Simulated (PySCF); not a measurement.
Species: C4H4F2.
SMILES with atom numbers: `[CH3:1][CH:2]1[C:3]([F:4])=[C:5]1[F:6]`

Cartesian coordinates in Å at the GFN2-xTB level; atoms count from 1:
```
atom  x, y, z in Å
C1     0.9076    0.9402    0.0139
C2     0.1843   -0.3260   -0.3880
C3    -1.3177   -0.4377   -0.2730
F4    -2.4741   -0.0617   -0.7858
C5    -0.6450   -1.1023    0.6075
F6    -0.6097   -1.9035    1.6555
H7     0.9903    1.6107   -0.8388
H8     0.3753    1.4531    0.8109
H9     1.9115    0.7041    0.3599
H10    0.6864   -0.8722   -1.1847
```

Definitions: NICS(0) = −σiso at the ring centroid; NICS(1) = −σiso and NICS(1)zz = −σzz at ±1 Å along the ring normal z. Level: GIAO PBE0/pcSseg-1 (PySCF, non-relativistic, gas phase) on the GFN2-xTB geometry, one conformer.

Ring bond lengths (Å), with Mayer bond orders in brackets: C2–C3 1.511 (0.91), C3–C5 1.292 (1.78), C5–C2 1.510 (0.91).

Task: What do the NICS probes read (ppm)?

Result: 
| ring | type | NICS(0) | NICS(1), two faces | NICS(1)zz, two faces | rms pucker (Å) | centre to ring atoms, mean (Å) |
| --- | --- | --- | --- | --- | --- | --- |
| C2–C3–C5 | 3-membered carbocycle; formal bonds 1 double, 2 single | -34.2 | -3.0 / -3.7 | -4.2 / -6.6 | 0.00 | 0.83 |

Task: What can be read from them?

Result: 
- C2–C3–C5: mean NICS(1)zz -5.4 ppm, shielded. C2 has four or more neighbours; no verdict on aromaticity is drawn. NICS(0) lies 31 ppm below the mean NICS(1).

Task: What is the mean of the two in-plane components of NICS at the second NICS(1) probe listed for ring C2–C3–C5, 1 Å off the ring?

Result: The isotropic value is a third of the trace: (3 × -3.7 − (-6.6))/2 = -2.3 ppm.

Task: Give the inner angles of the rings and the Hirshfeld charges of the ring atoms.

Result: 
- C2–C3–C5: C2 50.6° (-0.028 e), C3 64.7° (+0.058 e), C5 64.7° (+0.058 e); sum 180.0° against 180° for a flat convex ring.
